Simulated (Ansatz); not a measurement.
The input, for Ansatz 0.2.0:

```yaml
crystal:
  periodic: [false, false, false]
  atoms:
    - {symbol: B, position_ang: [0.000000, 0.000000, -0.724202]}
    - {symbol: Be, position_ang: [0.000000, 0.000000, 2.637798]}
    - {symbol: H, position_ang: [0.000000, 0.000000, -1.913597]}
basis:
  gaussian: {orbitals: cc-pVDZ}
magnetization: {spin_polarized: true, initial_magnetization: 2}
hamiltonian: {pseudopotentials: {relativity: none}}
correlation: {method: ccsdt_q_b, electrons: valence}
accuracy: high
nroots: 3
```

```sh
$ ansatz run in.yaml --threads 1 --pin off --events-out ev --progress --plain --max-ram 2393MiB
```

Q: One thing in this input was set wrong on purpose, beside settings that are merely unusual. What is the gravest fault, and what does the program do?

A: Unknown input key. How the run ends: refused.
```
Error: YAML parse error: error: line 13 column 1: unknown field `nroots`, expected one of crystal, accuracy, basis, kpoints, hamiltonian, magnetization, projection, total_charge, correlation, batch, efield, external_charges, scf, relax, neb, saddle, md, ramp, phonons, dielectric, real_time, elastic, magnetic_configurations, gw, evaluate, workflow, output, checkpoint, execution
  --> <input>:13:1
   |
11 | correlation: {method: ccsdt_q_b, electrons: valence}
12 | accuracy: high
13 | nroots: 3
   | ^ unknown field `nroots`, expected one of crystal, accuracy, basis, kpoints, hamiltonian, magnetization, projection, total_charge, correlation, batch, efield, external_charges, scf, relax, neb, saddle, md, ramp, phonons, dielectric, real_time, elastic, magnetic_configurations, gw, evaluate, workflow, output, checkpoint, execution
```
